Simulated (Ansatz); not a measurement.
# C₂H₅Al (SMILES [CH2]1[CH2][AlH]1): one structure at several levels

The atoms stand at a structure displaced at random from a GFN2-xTB minimum. How far do the functionals agree with CCSD(T) there?

Computed with Ansatz 0.2.0, Gaussian basis. Level: single points in def2-TZVPP.

Cores are frozen in the correlated methods.

**1. Where the work starts**

SMILES `[CH2]1[CH2][AlH]1`, 8 atoms, charge 0, spin multiplicity 1.

Atoms are counted from 1 here; the program's logs count them from 0.

Bond lengths: C1–C2 1.671 Å, C1–Al3 1.953 Å, C1–H4 1.089 Å, C1–H5 1.088 Å, C2–Al3 1.938 Å, C2–H6 1.059 Å, C2–H7 1.085 Å, Al3–H8 1.554 Å. Angles: C2–C1–Al3 64.1°, C2–C1–H4 112.8°, C2–C1–H5 112.8°, Al3–C1–H4 124.2°, Al3–C1–H5 125.1°, H4–C1–H5 107.7°, C1–C2–Al3 65.1°, C1–C2–H6 111.7°, C1–C2–H7 111.6°, Al3–C2–H6 126.5°, Al3–C2–H7 124.1°, H6–C2–H7 107.1°, C1–Al3–C2 50.9°, C1–Al3–H8 152.3°, C2–Al3–H8 156.8°.

Geometry (Å):

```xyz
8
C2H5Al
C    -0.7781    0.1982   -0.4453
C     0.7995    0.4583    0.0405
Al   -0.0073   -1.1670    0.7199
H    -0.8760    0.0981   -1.5250
H    -1.4533    0.9882   -0.1230
H     0.9028    1.3754    0.5602
H     1.4765    0.4934   -0.8061
H    -0.0925   -2.4836    1.5409
```

**2. CCSD(T)/def2-TZVPP**

Input file run/in.yaml:

```yaml
crystal:
  periodic: [false, false, false]
  atoms:
    - {symbol: C, position_ang: [-0.778100, 0.198200, -0.445300]}
    - {symbol: C, position_ang: [0.799500, 0.458300, 0.040500]}
    - {symbol: Al, position_ang: [-0.007300, -1.167000, 0.719900]}
    - {symbol: H, position_ang: [-0.876000, 0.098100, -1.525000]}
    - {symbol: H, position_ang: [-1.453300, 0.988200, -0.123000]}
    - {symbol: H, position_ang: [0.902800, 1.375400, 0.560200]}
    - {symbol: H, position_ang: [1.476500, 0.493400, -0.806100]}
    - {symbol: H, position_ang: [-0.092500, -2.483600, 1.540900]}
basis:
  gaussian: {orbitals: def2-TZVPP}
correlation: {method: ccsd_t}
output: {forces: true}
```

The command line of these runs was not kept.

**3. PBE0-D4/def2-TZVPP**

run/in.yaml: that of step 2 with these lines changed.

```diff
@@ -13,3 +13,3 @@
   gaussian: {orbitals: def2-TZVPP}
-correlation: {method: ccsd_t}
-output: {forces: true}
+hamiltonian: {xc: pbe0, dispersion: d4}
+output: {forces: true, orbitals: {seedname: orbitals}}
```

**4. wB97M-V/def2-TZVPP**

run/in.yaml: that of step 3 with these lines changed.

```diff
@@ -13,3 +13,3 @@
   gaussian: {orbitals: def2-TZVPP}
-hamiltonian: {xc: pbe0, dispersion: d4}
-output: {forces: true, orbitals: {seedname: orbitals}}
+hamiltonian: {xc: {name: wB97M-V}}
+output: {forces: true}
```

**5. r2SCAN-D4/def2-TZVPP**

run/in.yaml: that of step 4 with these lines changed.

```diff
@@ -13,3 +13,3 @@
   gaussian: {orbitals: def2-TZVPP}
-hamiltonian: {xc: {name: wB97M-V}}
+hamiltonian: {xc: r2scan, dispersion: d4}
 output: {forces: true}
```

**6. PBE-D4/def2-TZVPP**

run/in.yaml: that of step 5 with these lines changed.

```diff
@@ -13,3 +13,3 @@
   gaussian: {orbitals: def2-TZVPP}
-hamiltonian: {xc: r2scan, dispersion: d4}
+hamiltonian: {xc: pbe, dispersion: d4}
 output: {forces: true}
```

**7. r2SCAN0-D4/def2-TZVPP**

run/in.yaml: that of step 6 with these lines changed.

```diff
@@ -13,3 +13,3 @@
   gaussian: {orbitals: def2-TZVPP}
-hamiltonian: {xc: pbe, dispersion: d4}
+hamiltonian: {xc: {name: r2SCAN0}, dispersion: d4}
 output: {forces: true}
```

**8. BLYP-D4/def2-TZVPP**

run/in.yaml: that of step 7 with these lines changed.

```diff
@@ -13,3 +13,3 @@
   gaussian: {orbitals: def2-TZVPP}
-hamiltonian: {xc: {name: r2SCAN0}, dispersion: d4}
+hamiltonian: {xc: {name: BLYP}, dispersion: d4}
 output: {forces: true}
```

(Steps that only read results are left out.)

Q: Predict the outcome of this session. Wanted: energy less free atoms, CCSD(T)/def2-TZVPP; RMS force component; RMS force error; HOMO and LUMO, PBE0-D4; T1 diagnostic.

The runs gave:

```
                                  quantity                                                                                              value
energy less free atoms, CCSD(T)/def2-TZVPP                                                                                     -2634.1 kJ/mol
                       RMS force component                                                               0.520 to 0.643 eV/Å over the methods
                           RMS force error  PBE0-D4 0.148, wB97M-V 0.117, r2SCAN-D4 0.108, PBE-D4 0.141, r2SCAN0-D4 0.161, BLYP-D4 0.079 eV/Å
                    HOMO and LUMO, PBE0-D4                                                                                 -6.15 and -1.34 eV
                             T1 diagnostic                                                                                              0.011
```

**Reading.** Against CCSD(T) the functionals' energies less atoms differ by -104.4 to -45.3 kJ/mol, PBE-D4 by -104.4 kJ/mol. The reference is not at the basis limit: in triple zeta CCSD(T) underbinds, which counts against methods that bind more; the gaps are no ranking. The forces of BLYP-D4 come nearest to CCSD(T), those of r2SCAN0-D4 are farthest. Frozen-core CCSD(T) forces in triple zeta carry basis errors of their own, and this is one geometry, so small gaps rank nothing.
